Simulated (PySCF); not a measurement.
Where the electron goes

Compound: 3-methoxypropionitrile, C4H7NO.
Geometry (GFN2-xTB, Å), atoms numbered from 1 in this order:
```
atom  x, y, z in Å
C1     2.1578   -0.1373    0.4690
O2     0.9551   -0.6240   -0.0678
C3    -0.1422    0.2206    0.1809
C4    -1.3789   -0.4233   -0.4531
C5    -2.5503    0.3848   -0.2419
N6    -3.4737    1.0352   -0.0677
H7     2.0945   -0.0358    1.5592
H8     2.4197    0.8376    0.0400
H9     2.9255   -0.8647    0.2153
H10   -0.2931    0.3470    1.2653
H11    0.0325    1.2179   -0.2547
H12   -1.2132   -0.5458   -1.5266
H13   -1.5380   -1.4117   -0.0142
```

Theory: TDDFT CAM-B3LYP/def2-SVPD, vertical, gas phase, core orbitals frozen in the response in PySCF.

Frontier orbitals with the atoms that hold most of them (Löwdin shares over 4%, at most four atoms; ? is withheld):

```
orbital  ε (eV)                           atoms
 LUMO+2    2.04  N6 24%, C5 22%, C4 14%, O2 11%
 LUMO+1    1.51  C5 18%, C1 17%, C4 12%, H13 8%
   LUMO       ?                               ?
   HOMO   -9.53                               ?
 HOMO-1  -10.95  N6 36%, C5 26%, C4 11%, O2 10%
 HOMO-2  -10.97  N6 44%, C5 33%, C4 11%, H13 4%
 HOMO-3  -11.31    O2 45%, C1 15%, N6 8%, C3 8%
```

Task: Which atoms hold the HOMO, and with what shares?

Result: O2 (bonded to 2 C) 60%; C1 (bonded to O and 3 H) 10%; C3 (bonded to C, O and 2 H) 10%; H7 (bonded to C) 5%. By element: oxygen 60%, carbon 20% or more, hydrogen 5% or more.

Task: Which atoms hold the LUMO, and with what shares?

Result: C1 (bonded to O and 3 H) 18%; C3 (bonded to C, O and 2 H) 16%; C5 (bonded to C and N) 11%; C4 (bonded to 2 C and 2 H) 10%.

Task: What is the LUMO energy, and the HOMO–LUMO gap?

Result: ε(LUMO) = 1.05 eV; the gap is 10.58 eV (0.3888 hartree).

Task: The HOMO–LUMO gap is 10.58 eV. Where does the response calculation put the lowest singlet, and from which orbitals?

Result: S1 is at 7.37 eV (f = 0.021), 3.21 eV below the gap, made of HOMO→LUMO (85%). Without the coupling terms of the response equations the lowest excitation would equal the gap.

Task: Give energy, strength and leading configuration of S1 and S3, and follow the Löwdin shares of the leading atoms from the occupied to the empty orbital.

Result: 
- S1 (7.37 eV, f 0.021), HOMO→LUMO (85%): O2 60% → at most 11%, C1 10% → 18%, C3 10% → 16%
- S3 (8.21 eV, f 0.0033), HOMO→LUMO+1 (74%): O2 60% → at most 9%, C1 10% → 17%, C5 at most 5% → 18%

Löwdin shares depend on the basis, the more so with diffuse functions.

One conformer stands for the species.
